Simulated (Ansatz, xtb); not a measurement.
## Two isomers of FH2NO2S

Structure I is `N=[S@](=O)(O)F`, a singlet and structure II is `NS(=O)(=O)F`, a singlet. Both are isolated molecules in the gas phase, relaxed with PBE0-D3(BJ)/def2-SVP; the shapes shown needn't be the lowest conformers.

I (Å):

```xyz
7

F     0.8180   -1.3668    1.7578
N    -0.7916    0.6105    1.7556
O     1.7962    0.7775    1.2755
O     0.2073   -0.2905   -0.2875
S     0.5204    0.1203    1.2124
H    -0.6982    1.0853    2.6528
H    -0.7589   -0.3340   -0.3792
```

II (Å):

```xyz
7

F    -0.4377   -1.1747    2.0918
N     0.9817    0.6375    1.0917
O    -1.4813    0.8776    1.3407
O    -0.4953   -0.8002   -0.3002
S    -0.4777   -0.0599    0.9279
H     1.7662    0.0441    0.8360
H     1.1000    1.1776    1.9446
```

**Question.** Which of the two would you expect CCSD(T)/def2-SVP + ΔMP2/def2-TZVPP electronic energies to favour?

**Answer.** Structure II; the calculation gives E(II) − E(I) = −108.0 kJ/mol.

The same difference at several levels:

```
                             level              geometry  E(II) − E(I) (kJ/mol)  departure from the last row (kJ/mol)  job, with rough time for the two
                          GFN2-xTB              GFN2-xTB                   −73.4                                 +34.6              optimisation, 0.13 s
                         HF/STO-3G              GFN2-xTB                   −41.2                                 +66.8              single point, 0.36 s
                r2SCAN-D4/def2-SVP              GFN2-xTB                   −95.1                                 +12.9               single point, 4.7 s
              PBE0-D3(BJ)/def2-SVP  PBE0-D3(BJ)/def2-SVP                  −102.3                                  +5.7                optimisation, 91 s
                       HF/def2-SVP  PBE0-D3(BJ)/def2-SVP                  −116.2                                  −8.2           part of the CCSD(T) run
                      MP2/def2-SVP  PBE0-D3(BJ)/def2-SVP                  −108.7                                  −0.7           part of the CCSD(T) run
                  CCSD(T)/def2-SVP  PBE0-D3(BJ)/def2-SVP                  −106.8                                  +1.3                      single point
CCSD(T)/def2-SVP + ΔMP2/def2-TZVPP  PBE0-D3(BJ)/def2-SVP                  −108.0                                                      single point, 26 s
```

As drawn, II has 1 N–S, 1 O=S, 1 N–H in place of 1 N=S, 1 O–S, 1 O–H.

None of the levels shown reverses the order. The largest departure from CCSD(T)/def2-SVP + ΔMP2/def2-TZVPP is that of HF/STO-3G, 66.8 kJ/mol. The last row adds to CCSD(T) the change of the MP2 difference between the two basis sets, here −1.3 kJ/mol.

With harmonic frequencies from PBE0-D3(BJ)/def2-SVP (ideal gas, rigid rotor, one conformer each, 400 K, 1 atm): the zero-point term adds +4.7 kJ/mol; ΔH is −104.5 and ΔG −102.1 kJ/mol.

The correlated steps freeze 9 core orbitals. Mirror images aren't counted in ΔG. Run with Ansatz 0.2.0, xtb 6.7.1; the last row on 1 thread of Arm Neoverse V1 on a shared host.
